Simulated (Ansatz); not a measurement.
BN (zinc blende): values from a third-order Birch-Murnaghan fit to a volume scan beside measured ones. Computed values: PBE (plane waves to 420 eV, PAW, scalar-relativistic; Ansatz, a first-principles code). BN was relaxed with its symmetry unable to fall.

| quantity | reference | kind |
|---|---|---|
| Lattice constant a (Å) | 3.593 | measured, corrected to the static lattice |
| Bulk modulus B₀ (GPa) | 410.2 | measured, corrected to the static lattice |

References as given in: Tamar Goldzak, Xiao Wang, Hong-Zhou Ye et al., The Journal of Chemical Physics (2022), arXiv:2208.04865; Daniel Mejia-Rodriguez, S. B. Trickey, Physical Review B (2018), arXiv:1807.09216.

Task: What does PBE give, and how far is that from the reference?

Result: 
```json
[
 {"quantity": "Lattice constant a (Å)", "PBE": "3.625", "difference": "+0.9 %"},
 {"quantity": "Bulk modulus B₀ (GPa)", "PBE": "371", "difference": "-9.5 %"}
]
```

PBE overestimates the lattice constant a by 0.9 %. PBE underestimates the bulk modulus B₀ by 9.5 %.

(Under strain, the slope of the energy per volume gives the stress and its curvature an elastic modulus.)
